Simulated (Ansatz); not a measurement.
`O[SiH2][SiH3]` and `[AlH2][SiH2][SiH3]` differ in one atom or group.

Ansatz, PBE0-D4/def2-TZVP geometries, multiplicity 1. Each molecule was computed in one conformer, which needn't be the lowest.

```tsv
property	`O[SiH2][SiH3]`
size of the dipole moment (B3LYP/def2-TZVPP) / D	1.17
size of the dipole moment (PBE/def2-TZVPP) / D	1.14
zero-point energy (PBE0-D4/def2-TZVP) / kJ/mol	145.6
HOMO energy (ωB97M-V/def2-TZVPP) / eV	-9.94
HOMO energy (B3LYP/def2-TZVPP) / eV	-7.67
HOMO–LUMO gap (B3LYP/def2-TZVPP) / eV	6.98
```

Task: Give the same properties after the change, and the shifts. (An estimate is asked.)

Result: The calculation gave: 
```csv
property,`[AlH2][SiH2][SiH3]`,shift
size of the dipole moment (B3LYP/def2-TZVPP) / D,0.34,-0.83
size of the dipole moment (PBE/def2-TZVPP) / D,0.27,-0.87
zero-point energy (PBE0-D4/def2-TZVP) / kJ/mol,143.0,-2.6
HOMO energy (ωB97M-V/def2-TZVPP) / eV,-9.39,0.55
HOMO energy (B3LYP/def2-TZVPP) / eV,-7.27,0.40
HOMO–LUMO gap (B3LYP/def2-TZVPP) / eV,4.90,-2.08
```

With PBE0 the HOMO rises by 0.40 eV and the LUMO falls by 1.72 eV, so the gap narrows by about 2.12 eV. PBE moves the HOMO by 0.19 eV and ωB97M-V by 0.55 eV. The zero-point energy changes by -2.6 kJ/mol with +3 modes. Dipoles are sizes alone; their direction can turn.

B3LYP here is the variant with VWN-RPA as its local correlation; programs differ in this.
